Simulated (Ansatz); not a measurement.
Input file:

```yaml
crystal:
  periodic: [false, false, false]
  atoms:
    - {symbol: Al, position_ang: [0.003228, -0.099226, 0.611282]}
    - {symbol: Be, position_ang: [0.003228, 0.133528, -1.695934]}
    - {symbol: H, position_ang: [0.003228, 0.986201, 1.790876]}
    - {symbol: H, position_ang: [-0.118513, 0.476069, -2.990617]}
basis:
  gaussian: {orbitals: 6-31G}
magnetization: {spin_polarized: false, initial_magnetization: 1}
correlation: {method: fci, electrons: outside_noble_gas}
```

```sh
$ ansatz run in.yaml --threads 1 --pin off --events-out ev --progress --plain --max-ram 2393MiB
```

Task: Roughly how long does this take on 1 thread of INTEL XEON PLATINUM 8581C, shared host, and how much host memory?

Result: 39 s wall and 0.64 GiB.

```
540 factors; integrals over basis functions are off by at most 2.5e-7 eV
mean field evaluation 1: about -7009.0476 eV, gradient 9.1e0 eV
mean field evaluation 2: about -7009.0475 eV, gradient 9.1e0 eV
mean field evaluation 4: about -7010.0273 eV, gradient 5.4e-1 eV
mean field evaluation 8: about -7010.0328 eV, gradient 2.5e-3 eV
mean field evaluation 16: about -7010.0322 eV, gradient 1.5e-1 eV
mean field -7010.03276350 eV, -257.6139524878 hartree, gradient 7.8e-6 eV, S^2 0.750000; 4 other end points of the search recorded, 0 dependent functions left out
mean field evaluation 32: about -7010.0681 eV, gradient 1.3e-1 eV
6 core orbitals not correlated: weight in the atoms' cores, before any rotation towards them, 1.000 or more for the frozen orbitals, at most 0.000 for the correlated occupied ones
reference -7010.03276350 eV, -257.6139524878 hartree; 4, 3 occupied and 16, 17 virtual orbitals, 540 factors
state -7011.98531157 eV, -257.6857073057 hartree
Total energy: -7011.98531157 eV, -257.6857073057 hartree
```

Natural occupations: 1.9656 1.9604 1.9357 0.9901 0.0407 0.0233 0.0229 0.0166 0.0136 0.0092 0.0058 0.0052 0.0044 0.0040 0.0009 0.0008 0.0003 0.0002 0.0002 0.0001.
